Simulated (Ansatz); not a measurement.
A relaxed structure of Ag. Level of theory: r2SCAN (plane waves to 500 eV, PAW, scalar-relativistic; Ansatz, a quantum-chemistry and plane-wave program).

```xyz
1
Lattice="0.0000 2.0522 2.0522 2.0522 0.0000 2.0522 2.0522 2.0522 0.0000" Properties=species:S:1:pos:R:3 pbc="T T T"
Ag     0.0000     0.0000     0.0000
```

Problem. Determine the symmetry and give the standard cell with its independent sites.

Solution. Space group Fm-3m (No. 225); a = 4.1044 Å, b = 4.1044 Å, c = 4.1044 Å, α = 90.00°, β = 90.00°, γ = 90.00°

```csv
atom,site,symmetry,x,y,z
Ag,4a,m-3m,0.0000,0.0000,0.0000
```

This is the fcc (Cu type).

Problem. Give the shortest distances between elements (the closest pairs, up to four, under 3.6 Å).

Solution. Ag–Ag 2.90 Å.

The volume per atom comes out as 17.29 Å³ and the band gap is zero (metallic).

No spin polarisation in the result.

Measured for Ag: a 4.062 Å (static lattice; corrected from measurement; as listed in Daniel Mejia-Rodriguez, S. B. Trickey, Phys. Rev. B (2018)). Computed minus measured — a: r2SCAN +1.0 %. The computed values are for a static lattice.

The run could not lose the symmetry of its start.
